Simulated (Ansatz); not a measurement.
# C2H7Al (SMILES [CH3][AlH][CH3]), step by step

Aim: a series of 18 runs (HF/STO-3G, UHF/STO-3G, HF/3-21G, UHF/3-21G, HF/6-31G*, UHF/6-31G*, B3LYP/6-31G*, PBE/def2-SVP, and more) of C2H7Al. 

The results are computed with Ansatz 0.2.0.

## Step 1: The structure to begin with

The species is C2H7Al (10 atoms), meant as a singlet with charge 0. As SMILES, `[CH3][AlH][CH3]`. The coordinates come from a PBE0-D4/def2-TZVP relaxation. The run starts from this shape.

Bond lengths: C1–Al2 1.954 Å, Al2–C3 1.954 Å, C1–H4 1.095 Å, C1–H5 1.092 Å, C1–H6 1.096 Å, Al2–H7 1.595 Å, C3–H8 1.093 Å, C3–H9 1.095 Å, C3–H10 1.096 Å. Some angles: C1–Al2–C3 121.2°, C1–Al2–H7 120.2°, C3–Al2–H7 118.5°, Al2–C1–H4 111.1°, Al2–C1–H5 113.4°, Al2–C1–H6 110.4°, Al2–C3–H8 113.4°, Al2–C3–H9 111.0°, Al2–C3–H10 110.5°, H4–C1–H5 108.0°.

## Step 2: A structure relaxation at HF/STO-3G (start density atoms) (run 1)

molecule.yaml

```yaml
crystal:
  periodic: [false, false, false]
  atoms:
    - {symbol: C, position_ang: [-1.219100, 0.923600, -0.783300]}
    - {symbol: Al, position_ang: [0.496800, 0.021800, -0.536400]}
    - {symbol: C, position_ang: [0.903900, -0.949000, 1.109700]}
    - {symbol: H, position_ang: [-2.054000, 0.233200, -0.621200]}
    - {symbol: H, position_ang: [-1.337000, 1.368500, -1.773800]}
    - {symbol: H, position_ang: [-1.340300, 1.723700, -0.043600]}
    - {symbol: H, position_ang: [1.605700, 0.078800, -1.681200]}
    - {symbol: H, position_ang: [0.069000, -0.980000, 1.814000]}
    - {symbol: H, position_ang: [1.201900, -1.980900, 0.894300]}
    - {symbol: H, position_ang: [1.756300, -0.490900, 1.624500]}
basis:
  gaussian:
    orbitals: STO-3G
relax:
  f_tol: 0.002
output: {orbitals: {seedname: orbitals}}
hamiltonian:
  xc: hf
```

Command:

```bash
ansatz run molecule.yaml --threads 1 --pin off --max-ram 3480MiB --events-out events.jsonl --progress --plain --runs-dir runs
```

What it wrote:

```text
Warning: RAYON_NUM_THREADS=1 ignored (pool sized by the plan → 1); use --threads N
The last accepted step is kept in runs//last_step.txt (removed where the run ends without a failure and the disk answers)
[... 148 lines left out ...]
Total energy: -8651.42628174 eV, -317.9340517064 hartree
[... 10 lines left out ...]
Dipole moment:     0.034281     0.004367    -0.037140 e Å
```

Wall time 4.2 s (1 thread of AMD EPYC 9R45 (Zen 5), shared host).

Steps, from the record of the run:

| step | energy from the first frame kept (eV) | largest force (eV/Å) |
| --- | --- | --- |
| 1 | 0.0000 | 2.5631 |
| 2 | -0.2234 | 1.4988 |
| 3 | -0.2576 | 0.1660 |
| 4 | -0.2580 | 0.0088 |
| 5 | -0.2580 | 0.0054 |
| 6 | -0.2580 | 0.0006 |
| 7 | -0.2580 | 0.0075 |
| 8 | -0.2580 | 0.0137 |
| 9 | -0.2580 | 0.0136 |
| 10 | -0.2580 | 0.0099 |
| 11 | -0.2580 | 0.0106 |
| 12 | -0.2580 | 0.0081 |
| 13 | -0.2580 | 0.0150 |
| 14 | -0.2580 | 0.0019 |
| 15 | -0.2580 | 0.0019 |
| 16 | -0.2580 | 0.0061 |
| 17 | -0.2580 | 0.0046 |
| 18 | -0.2580 | 0.0548 |
| 19 | -0.2581 | 0.0036 |
| 20 | -0.2566 | 0.2181 |
| 21 | -0.2580 | 0.0277 |
| 22 | -0.2581 | 0.0008 |

After the run. Bond lengths: C1–Al2 1.900 Å, Al2–C3 1.900 Å, C1–H4 1.083 Å, C1–H5 1.082 Å, C1–H6 1.084 Å, Al2–H7 1.476 Å, C3–H8 1.082 Å, C3–H9 1.084 Å, C3–H10 1.083 Å. Some angles: C1–Al2–C3 120.0°, C1–Al2–H7 120.5°, C3–Al2–H7 119.5°, Al2–C1–H4 112.0°, Al2–C1–H5 113.0°, Al2–C1–H6 111.4°, Al2–C3–H8 113.3°, Al2–C3–H9 111.5°, Al2–C3–H10 111.7°, H4–C1–H5 107.0°.

## Step 3: Vibrational wavenumbers at HF/STO-3G (start density atoms) (run 2)

input.yaml

```yaml
crystal:
  periodic: [false, false, false]
  atoms:
    - {symbol: C, position_ang: [-1.176597, 0.879951, -0.761393]}
    - {symbol: Al, position_ang: [0.517097, 0.052338, -0.525751]}
    - {symbol: C, position_ang: [0.885739, -0.920871, 1.063526]}
    - {symbol: H, position_ang: [-1.993098, 0.194707, -0.569349]}
    - {symbol: H, position_ang: [-1.320936, 1.273028, -1.759259]}
    - {symbol: H, position_ang: [-1.309469, 1.709047, -0.076413]}
    - {symbol: H, position_ang: [1.555751, 0.162439, -1.568747]}
    - {symbol: H, position_ang: [0.077349, -0.889113, 1.782219]}
    - {symbol: H, position_ang: [1.077675, -1.966175, 0.852549]}
    - {symbol: H, position_ang: [1.769688, -0.546550, 1.565618]}
basis:
  gaussian:
    orbitals: STO-3G
hamiltonian:
  xc: hf
phonons:
  temperatures: {t_min: 298.15, t_max: 298.15, t_step: 1}
```

Command:

```bash
ansatz run input.yaml --threads 1 --pin off --max-ram 3480MiB --events-out events.jsonl --progress --plain --runs-dir runs
```

What it wrote:

```text
Warning: RAYON_NUM_THREADS=1 ignored (pool sized by the plan → 1); use --threads N
[... 326 lines left out ...]
WARN: phonons: modes at or below zero, which the zero-point energy, F, S and C_V leave out: 1, the lowest at -22.94 cm⁻¹. A minimum has none, and a first-order saddle one
Total energy: -8651.42629111 eV, -317.9340520510 hartree
[... 10 lines left out ...]
Dipole moment:     0.034280     0.004367    -0.037139 e Å
Vibrations: -22.94 34.79 236.84 511.75 751.24 773.96 824.26 886.35 948.74 985.02 1026.46 1664.89 1665.16 1875.80 1876.25 1877.91 1879.01 2711.57 3538.21 3538.62 3711.58 3712.23 3726.27 3726.85 cm⁻¹, zero-point energy 2.633657 eV
```

It took 8.7 s on 1 thread of AMD EPYC 9R45 (Zen 5), shared host.

Runs 3 to 12 aren't shown in full; the table further down has their settings and results.

## Step 4: A geometry optimisation at B3LYP/6-31G(d) (Cartesian functions, start density atoms) (run 13)

in.yaml

```yaml
crystal:
  periodic: [false, false, false]
  atoms:
    - {symbol: C, position_ang: [-1.219100, 0.923600, -0.783300]}
    - {symbol: Al, position_ang: [0.496800, 0.021800, -0.536400]}
    - {symbol: C, position_ang: [0.903900, -0.949000, 1.109700]}
    - {symbol: H, position_ang: [-2.054000, 0.233200, -0.621200]}
    - {symbol: H, position_ang: [-1.337000, 1.368500, -1.773800]}
    - {symbol: H, position_ang: [-1.340300, 1.723700, -0.043600]}
    - {symbol: H, position_ang: [1.605700, 0.078800, -1.681200]}
    - {symbol: H, position_ang: [0.069000, -0.980000, 1.814000]}
    - {symbol: H, position_ang: [1.201900, -1.980900, 0.894300]}
    - {symbol: H, position_ang: [1.756300, -0.490900, 1.624500]}
basis:
  gaussian:
    orbitals: "6-31G*"
total_charge: 0
hamiltonian:
  xc: {name: B3LYP}
relax:
  f_tol: 0.002
output: {orbitals: {seedname: orbitals}}
```

Command:

```bash
ansatz run in.yaml --threads 1 --pin off --max-ram 3480MiB --events-out events.jsonl --progress --plain --runs-dir runs
```

What it wrote:

```text
Warning: RAYON_NUM_THREADS=1 ignored (pool sized by the plan → 1); use --threads N
The last accepted step is kept in runs//last_step.txt (removed where the run ends without a failure and the disk answers)
[... 453 lines left out ...]
Total energy: -8785.51681185 eV, -322.8617877982 hartree
[... 10 lines left out ...]
Dipole moment:    -0.107883    -0.033262     0.088976 e Å
```

Wall time 65 s (1 thread of AMD EPYC 9R45 (Zen 5), shared host); peak memory 0.14 GiB.

The path in brief:

| step | energy from the first frame kept (eV) | largest force (eV/Å) |
| --- | --- | --- |
| 1 | 0.0000 | 0.1363 |
| 4 | -0.0059 | 0.0055 |
| 7 | -0.0060 | 0.0123 |
| 10 | -0.0060 | 0.0190 |
| 13 | -0.0061 | 0.0198 |
| 16 | -0.0062 | 0.0243 |
| 19 | -0.0065 | 0.0233 |
| 22 | -0.0065 | 0.0014 |
| 25 | -0.0067 | 0.0352 |
| 28 | -0.0054 | 0.2101 |
| 31 | -0.0071 | 0.0123 |
| 34 | -0.0072 | 0.0022 |
| 37 | -0.0075 | 0.0440 |
| 40 | -0.0079 | 0.0288 |
| 43 | -0.0080 | 0.0059 |
| 46 | -0.0004 | 0.4827 |
| 49 | -0.0082 | 0.0822 |
| 52 | -0.0085 | 0.0447 |
| 55 | -0.0087 | 0.0075 |
| 58 | -0.0087 | 0.0371 |
| 61 | -0.0087 | 0.0283 |
| 64 | -0.0088 | 0.0095 |
| 67 | -0.0088 | 0.0051 |
| 70 | -0.0088 | 0.0015 |
| 71 | -0.0088 | 0.0014 |

After the run. Bond lengths: C1–Al2 1.969 Å, Al2–C3 1.969 Å, C1–H4 1.096 Å, C1–H5 1.099 Å, C1–H6 1.099 Å, Al2–H7 1.600 Å, C3–H8 1.096 Å, C3–H9 1.099 Å, C3–H10 1.099 Å. Some angles: C1–Al2–C3 123.8°, C1–Al2–H7 118.1°, C3–Al2–H7 118.1°, Al2–C1–H4 113.8°, Al2–C1–H5 110.8°, Al2–C1–H6 110.9°, Al2–C3–H8 113.8°, Al2–C3–H9 110.9°, Al2–C3–H10 110.9°, H4–C1–H5 107.5°.

Runs 14 to 17 aren't shown in full; the table further down has their settings and results.

## Step 5: The harmonic vibrations at MP2/6-31G(d) (Cartesian functions, start density atoms) (run 18)

input.yaml

```yaml
crystal:
  periodic: [false, false, false]
  atoms:
    - {symbol: C, position_ang: [-1.245129, 0.927468, -0.785957]}
    - {symbol: Al, position_ang: [0.517260, 0.114508, -0.459738]}
    - {symbol: C, position_ang: [0.904169, -1.030087, 1.093766]}
    - {symbol: H, position_ang: [-2.050269, 0.458757, -0.212913]}
    - {symbol: H, position_ang: [-1.518349, 0.891106, -1.845827]}
    - {symbol: H, position_ang: [-1.231731, 1.989411, -0.509598]}
    - {symbol: H, position_ang: [1.700818, 0.410793, -1.495986]}
    - {symbol: H, position_ang: [0.060368, -1.132956, 1.781607]}
    - {symbol: H, position_ang: [1.191181, -2.038423, 0.772012]}
    - {symbol: H, position_ang: [1.754881, -0.641775, 1.665634]}
basis:
  gaussian: {orbitals: "6-31G*"}
correlation: {method: mp2}
phonons: {temperatures: {t_min: 298.15, t_max: 298.15, t_step: 1}}
```

Command:

```bash
ansatz run input.yaml --threads 1 --pin off --max-ram 3480MiB --events-out events.jsonl --progress --plain --runs-dir runs
```

What it wrote:

```text
Warning: RAYON_NUM_THREADS=1 ignored (pool sized by the plan → 1); use --threads N
[... 26 lines left out ...]
7 core orbitals not correlated: weight in the atoms' cores, before any rotation towards them, 1.000 or more for the frozen orbitals, at most 0.000 for the correlated occupied ones
[... 145 lines left out ...]
7 core orbitals not correlated: weight in the atoms' cores, before any rotation towards them, 1.000 or more for the frozen orbitals, at most 0.000 for the correlated occupied ones
[... 143 lines left out ...]
7 core orbitals not correlated: weight in the atoms' cores, before any rotation towards them, 1.000 or more for the frozen orbitals, at most 0.000 for the correlated occupied ones
[... 145 lines left out ...]
Dipole moment:    -0.097903    -0.023974     0.086656 e Å
[... 1 line left out ...]
Checks for a lower state left out: cluster_reference
```

Run time: 33 s. Hardware: 1 thread of AMD EPYC 9R45 (Zen 5), shared host; peak memory 0.14 GiB.

## Step 6: Overview of the runs

| run | level | task | walk f tol | partner | energy (Eh) | dipole moment (D) | wall time |
| --- | --- | --- | --- | --- | --- | --- | --- |
| 1 | HF/STO-3G (start density atoms) | optimise | 0.002 | base | -317.934052 | 0.24 | 4.2 s |
| 2 | HF/STO-3G (start density atoms) | frequencies | – | base | -317.934052 | 0.24 | 8.7 s |
| 3 | UHF/STO-3G (start density atoms) | energy | – | cation | -317.645907 | – | 0.18 s |
| 4 | UHF/STO-3G (start density atoms) | optimise | – | cation | -317.692236 | – | 3.3 s |
| 5 | HF/3-21G (start density atoms) | optimise | 0.002 | base | -319.968641 | 0.59 | 2.5 s |
| 6 | HF/3-21G (start density atoms) | frequencies | – | base | -319.968641 | 0.59 | 8.4 s |
| 7 | UHF/3-21G (start density atoms) | energy | – | cation | -319.624964 | – | 0.46 s |
| 8 | UHF/3-21G (start density atoms) | optimise | – | cation | -319.671188 | – | 3 s |
| 9 | HF/6-31G* (Cartesian functions, start density atoms) | optimise | 0.002 | base | -321.709207 | 0.54 | 35 s |
| 10 | HF/6-31G* (Cartesian functions, start density atoms) | frequencies | – | base | -321.709208 | 0.54 | 25 s |
| 11 | UHF/6-31G* (Cartesian functions, start density atoms) | energy | – | cation | -321.368254 | – | 1.2 s |
| 12 | UHF/6-31G* (Cartesian functions, start density atoms) | optimise | – | cation | -321.412945 | – | 18 s |
| 13 | B3LYP/6-31G* (Cartesian functions, start density atoms) | optimise | 0.002 | base | -322.861788 | 0.69 | 65 s |
| 14 | B3LYP/6-31G* (Cartesian functions, start density atoms) | frequencies | – | base | -322.861788 | 0.69 | 41 s |
| 15 | PBE/def2-SVP (start density atoms) | optimise | 0.002 | base | -322.449836 | 0.74 | 30 s |
| 16 | PBE/def2-SVP (start density atoms) | frequencies | – | base | -322.449836 | 0.74 | 32 s |
| 17 | MP2/6-31G* (Cartesian functions, start density atoms) | optimise | 0.002 | base | -322.025882 | 0.64 | 29 s |
| 18 | MP2/6-31G* (Cartesian functions, start density atoms) | frequencies | – | base | -322.025883 | 0.64 | 33 s |

## Step 7: Summary of results

| quantity | value |
| --- | --- |
| run 18, MP2/6-31G*: total energy | -322.02588 Eh |
| run 18, MP2/6-31G*: dipole moment (correlated density) | 0.64 D |
| run 18, MP2/6-31G*: correlation energy (7 core orbitals frozen) | -316.9 mEh |
| run 18, MP2/6-31G*: largest force on an atom | 0.001 eV/Å |
| run 18, MP2/6-31G*: lowest harmonic wavenumber | 25 cm⁻¹ |
| run 18, MP2/6-31G*: highest harmonic wavenumber | 3196 cm⁻¹ |
| run 18, MP2/6-31G*: zero-point energy | 209.0 kJ/mol |
| vertical ionisation energy (to the doublet cation), HF/STO-3G | 7.841 eV |
| vertical ionisation energy (to the doublet cation), HF/3-21G | 9.352 eV |
| vertical ionisation energy (to the doublet cation), HF/6-31G* | 9.278 eV |
| adiabatic ionisation energy (to the doublet cation, no zero-point term), HF/STO-3G | 6.580 eV |
| adiabatic ionisation energy (to the doublet cation, no zero-point term), HF/3-21G | 8.094 eV |
| adiabatic ionisation energy (to the doublet cation, no zero-point term), HF/6-31G* | 8.062 eV |

**Reading.** At HF/STO-3G: the vertical ionisation energy comes to 7.84 eV (181 kcal/mol). In a minimal basis such a difference can be off by several eV, whatever the method. At HF/3-21G: the vertical ionisation energy comes to 9.35 eV (216 kcal/mol). At HF/6-31G*: the vertical ionisation energy comes to 9.28 eV (895 kJ/mol). At HF/STO-3G: the adiabatic ionisation energy (to the doublet cation, no zero-point term) is 6.58 eV (635 kJ/mol). At HF/3-21G: the adiabatic ionisation energy (to the doublet cation, no zero-point term) is 8.09 eV (187 kcal/mol). Totals of different functionals can't be ranked against each other. In runs 1, 2, 3, 4 the basis is minimal, so the values are rough. All runs together took 5.7 min, the longest 65 s.
